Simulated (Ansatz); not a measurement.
`CC(F)CCF` → `CC(F)CF` + `[CH2]` (triplet) at 700 K and 1 bar (formal loss of a carbene).

Program: Ansatz. Geometries: PBE0-D4/def2-TZVP. ΔE: electronic, gas phase. CCSD(T)/CBS is the MP2 limit (def2-TZVPP, def2-QZVPP) plus CCSD(T) − MP2 in def2-TZVPP, frozen cores. This one scheme is used for every species. Triplets are unrestricted, without spin–orbit coupling. One conformer a species, not always the lowest.

```
          species  CCSD(T)/CBS energy (Eh)  H − E (kJ/mol)  S (J/(mol·K))
       `CC(F)CCF`               -356.61182           393.8          473.4
        `CC(F)CF`               -317.34651           302.0          417.0
`[CH2]` (triplet)                -39.09499            70.4          226.8
```

H − E and S are ideal-gas, rigid-rotor, harmonic terms from PBE0-D4/def2-TZVP, for one conformer and one mirror image of each species, with the whole ground term of open shells counted as degenerate. 1 Eh = 2625.50 kJ/mol, R = 8.31446 J/(mol·K).

Question: By hand: ΔE, ΔH, ΔS and ΔG.

Answer: ΔE = (-317.34651) + (-39.09499) − (-356.61182) = 0.17032 Eh = 447.2 kJ/mol. Δ(H − E) = 302.0 + 70.4 − 393.8 = -21.4, so ΔH = 425.8 kJ/mol. ΔS = 417.0 + 226.8 − 473.4 = 170.4 J/(mol·K). ΔG = 425.8 − 700 × (170.4)/1000 = 306.5 kJ/mol.

Question: By hand: the equilibrium constant, and the temperature at which ΔG would vanish if ΔH and ΔS stayed fixed.

Answer: log₁₀ K = −ΔG/(RT ln 10) = -22.9. ΔG = 0 at ΔH/ΔS = 2499 K.

The number of gas molecules changes by +1, which sets the sign of ΔS. A doubt of 5 kJ/mol in ΔE shifts log₁₀ K by 0.4 here. Other conformers and mirror images would add mixing entropy, several J/(mol·K) or more a flexible species. A triplet takes part, so the spin changes. These are equilibria of isolated gas molecules and say nothing of rates. Largest T1 diagnostic: 0.011 (customary marks: 0.02 for closed shells, 0.045 for open ones).
